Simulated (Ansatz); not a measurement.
**InP, pressure series**

Take InP in the zinc blende structure (space group F-43m, No. 216; a = 5.959 Å) as the base.

Cell and atoms are relaxed at each pressure.

Level of theory: DFT with PBE, PAW potentials and a 420 eV plane-wave cutoff in Ansatz (an electronic-structure program), no SOC.

| pressure (GPa) | volume per atom (Å³/atom) |
|---|---|
| -2 | 27.448 |
| -1 | 26.926 |
| 0 | 26.455 |
| 0.3 | ? |
| 0.7 | 26.155 |
| 1.5 | 25.835 |
| 3 | 25.290 |
| 5 | 24.639 |
| 7.5 | 23.942 |

Task: Fit the third-order Birch–Murnaghan form P(V) = (3B₀/2)[(V₀/V)^(7/3) − (V₀/V)^(5/3)]·[1 + (3/4)(B₀′ − 4)((V₀/V)^(2/3) − 1)] (squares taken in P) to the rows shown and predict the withheld row.

Result: Least squares on the printed values gives V₀ = 26.459 Å³/atom, B₀ = 59.5 GPa, B₀′ = 4.6; this predicts 26.327 Å³/atom, and the run gives 26.325 Å³/atom, 0.002 lower.

Measured bulk modulus of InP: 72 GPa (static lattice; corrected from measurement; as listed in Daniel Mejia-Rodriguez, S. B. Trickey, Phys. Rev. B (2018)); the computed value is 17 % below it.

Load acts through the strain it causes; cell and atoms are relaxed under it. Stability against distortions was not tested. Tetrahedral semiconductors of this kind turn to denser phases somewhere between about 1 and 50 GPa; those were not computed, so compressed cells here can lie past the real transition.
